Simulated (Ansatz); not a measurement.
# CH4AlF: taking an electron away

How much energy removes an electron from CH4AlF at fixed geometry? The cation is run at each level and the neutral's energy taken from earlier runs.

Method: unrestricted cation, the program's frozen cores in correlated methods; program: Ansatz 0.2.0, Gaussian basis.

Plan: UKS PBE-D4/def2-TZVPP; UKS r2SCAN-D4/def2-TZVPP; UKS PBE0-D4/def2-TZVPP; UKS B3LYP-D4/def2-TZVPP; UKS wB97X-V/def2-TZVPP; UKS wB97M-V/def2-TZVPP; UKS B2PLYP/def2-TZVPP; UHF-CCSD(T)/def2-TZVPP; UHF-MP2/def2-QZVPP; extrapolation to the limit; then −ε(HOMO) from the neutral's earlier runs with LDA (SPW92), PBE-D4, revPBE-D4, BLYP-D4, r2SCAN-D4, B97M-V, PBE0-D4, B3LYP-D4, r2SCANh-D4, r2SCAN0-D4, HSE06-D4, BHLYP-D4, CAM-B3LYP-D4, LC-ωPBE, ωB97X-V, ωB97M-V.

**1. Structure used throughout**

An earlier PBE0-D4 in a triple-zeta def2 set relaxation fixed the geometry.

SMILES `F[CH2][AlH2]`, 7 atoms, charge 0, spin multiplicity 1.

Atoms are counted from 1 here; the program's logs count them from 0.

Bond lengths: F1–C2 1.398 Å, C2–Al3 1.981 Å, C2–H4 1.099 Å, C2–H5 1.099 Å, Al3–H6 1.583 Å, Al3–H7 1.589 Å. Angles: F1–C2–Al3 112.4°, F1–C2–H4 107.7°, F1–C2–H5 107.7°, Al3–C2–H4 111.6°, Al3–C2–H5 111.6°, H4–C2–H5 105.5°, C2–Al3–H6 121.0°, C2–Al3–H7 117.1°, H6–Al3–H7 121.9°.

**2. Cation, UKS PBE-D4/def2-TZVPP**

Contents of in.yaml:

```yaml
crystal:
  periodic: [false, false, false]
  atoms:
    - {symbol: F, position_ang: [-1.743907, 0.315967, -0.650387]}
    - {symbol: C, position_ang: [-0.605982, -0.466850, -0.434289]}
    - {symbol: Al, position_ang: [0.816065, 0.518738, 0.529751]}
    - {symbol: H, position_ang: [-0.257224, -0.826606, -1.412127]}
    - {symbol: H, position_ang: [-0.918230, -1.365959, 0.114688]}
    - {symbol: H, position_ang: [0.606993, 2.023542, 0.974641]}
    - {symbol: H, position_ang: [2.163485, -0.266934, 0.832024]}
basis:
  gaussian: {orbitals: def2-TZVPP}
total_charge: 1
magnetization: {spin_polarized: true, initial_magnetization: 1}
hamiltonian: {xc: pbe, dispersion: d4}
```

On the command line:

```console
$ ansatz run in.yaml --threads 2 --pin off --events-out ev --progress --plain --max-ram 4352MiB
```

After this run come: Cation, UKS r2SCAN-D4/def2-TZVPP; Cation, UKS PBE0-D4/def2-TZVPP; Cation, UKS B3LYP-D4/def2-TZVPP; Cation, UKS wB97X-V/def2-TZVPP; Cation, UKS wB97M-V/def2-TZVPP; Cation, UKS B2PLYP (frozen core)/def2-TZVPP; Cation, UHF-CCSD(T)/def2-TZVPP; Cation, UHF-MP2/def2-QZVPP.

**Question.** What will the summary of the whole plan be? Wanted: ionisation energy, CCSD(T)/CBS; nearest functional by difference; nearest −ε(HOMO); −ε(HOMO) of PBE; T1 of the cation.

The runs gave:

| quantity | value |
| --- | --- |
| ionisation energy, CCSD(T)/CBS | 10.59 eV |
| nearest functional by difference | ωB97X-V (-0.22 eV) |
| nearest −ε(HOMO) | LC-ωPBE (+0.02 eV) |
| −ε(HOMO) of PBE | 6.40 eV |
| T1 of the cation | 0.027 |

**Reading.** Energy differences with functionals land within 0.71 eV of the reference. The PBE orbital energy is 4.2 eV too small: a semilocal HOMO is no ionisation energy. Among orbital estimates LC-ωPBE comes nearest. Hartree-Fock falls 0.77 eV short, as the neutral has more correlation energy than the cation. The cation may have settled in a state other than its lowest; no search over hole states beyond the program's own was made.
